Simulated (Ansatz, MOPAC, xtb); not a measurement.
Dissociation curve of CH, doublet.

Methods: UCCSD = CCSD on UHF/cc-pVTZ, frozen core run with Ansatz (a program for electronic structure); UHF/cc-pVTZ (Ansatz); UMP2 = MP2 on UHF/cc-pVTZ, frozen core in Ansatz; PM6, unrestricted, heats of formation (MOPAC); GFN1-xTB (xtb).

Energies are in kcal/mol, each relative to the lowest point of its own curve near equilibrium.

```tsv
R / Å	UCCSD	UHF	UMP2	PM6	GFN1-xTB
0.90	25.1	22.4	23.9	9.4	21.8
0.94	15.4	13.2	14.4	5.4	12.5
1.02	4.0	2.8	3.4	0.8	2.5
1.04	2.5	1.5	2.0	0.3	1.3
1.09	0.3	0.0	0.1	0.0	0.0
1.13	0.0	0.3	0.0	0.7	0.4
1.16	0.4	1.2	0.6	1.8	1.3
1.20	1.7	3.1	2.1	3.8	3.2
1.23	3.1	4.9	3.7	5.7	5.1
1.30	7.3	10.4	8.4	11.4	10.7
1.37	12.6	16.9	14.2	18.5	17.6
1.54	27.0	34.1	31.3	38.9	36.3
1.71	41.6	46.9	50.2	57.5	54.9
1.86	53.1	52.6	60.4	67.6	70.1
1.99	61.3	55.2	65.8	72.8	82.1
2.23	71.8	57.5	70.9	77.8	100.9
2.49	77.1	58.4	73.1	—	116.4
2.80	79.2	58.6	74.1	—	129.1
3.09	79.9	58.7	74.5	—	136.7
3.42	80.2	58.7	74.7	—	—
3.93	80.3	58.7	74.8	—	—
4.59	80.3	58.7	74.8	—	—
```

At the longest distance, 4.59 Å, UCCSD lies highest above its minimum (80.3 kcal/mol) and UHF lowest (58.7 kcal/mol).

A dash means that the run gave no value there, or that the column was ended at a point which the program doubted or which failed a test of continuity chosen for this set; such a test can also cut sound points.

The unrestricted determinant behind UCCSD, UHF, UMP2 is spin-contaminated at 0.90 to 4.59 Å (<S²> up to 1.8, against 0.75 for a pure doublet).
